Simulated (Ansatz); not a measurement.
Density of states of FeAs2 (Pnnm, a = 5.203 Å, b = 5.858 Å, c = 2.822 Å, α = 90.00°, β = 90.00°, γ = 90.00°), in states per eV and primitive cell, averaged over bins of 0.5 eV. Computed with DFT LDA, scalar-relativistic, plane waves, PAW in Ansatz.

Plane waves to 420 eV, a k mesh through Γ of 8×6×12 on the computed 6-atom cell and Gaussian smearing (0.01 eV); no spin polarisation.

The cell is relaxed at this level. The states (both spins) are summed by tetrahedra on a 12×9×18 mesh at the self-consistent density. Energies are bin centres; the table starts no lower than −8 eV and ends at 6 eV, or lower where the solved bands end.

The gap is 0.21 eV at this level, with the zero inside it.

```tsv
E − E_F (eV)	total	Fe 3d	As 4p	As 4s	Fe 4s
-6.60	0.74	0.07	0.60	0.02	0.04
-6.10	2.02	0.23	1.60	0.09	0.09
-5.60	2.74	0.36	2.06	0.16	0.13
-5.10	2.73	0.48	1.92	0.19	0.12
-4.60	2.69	0.61	1.77	0.18	0.10
-4.10	2.43	0.68	1.47	0.16	0.09
-3.60	3.20	1.13	1.80	0.14	0.08
-3.10	5.29	2.42	2.57	0.14	0.09
-2.60	5.35	2.41	2.61	0.14	0.07
-2.10	4.88	2.52	2.05	0.13	0.05
-1.60	6.42	4.34	1.77	0.11	0.04
-1.10	8.09	6.04	1.68	0.12	0.02
-0.60	7.55	5.63	1.61	0.10	0.02
-0.10	1.88	1.47	0.36	0.01	0.00
0.40	2.83	2.18	0.54	0.07	0.01
0.90	1.81	1.05	0.62	0.10	0.02
1.40	1.90	0.92	0.70	0.24	0.02
1.90	4.42	2.01	1.76	0.48	0.05
2.40	3.24	1.10	1.70	0.26	0.05
2.90	3.26	0.86	1.91	0.20	0.09
3.40	2.79	0.54	1.84	0.16	0.06
3.90	2.68	0.37	1.95	0.13	0.04
4.40	3.74	0.51	2.72	0.12	0.07
4.90	3.27	0.42	2.46	0.09	0.06
5.40	1.19	0.11	0.90	0.03	0.04
```

The columns after the total are the Löwdin projections on the occupied valence shells of the potentials. The rest of the total lies in shells that are empty in the free atom, which aren't projected, and between the atoms.

A ferromagnetic start lost its moments in a first run, so spin was left out; other magnetic orders weren't tried.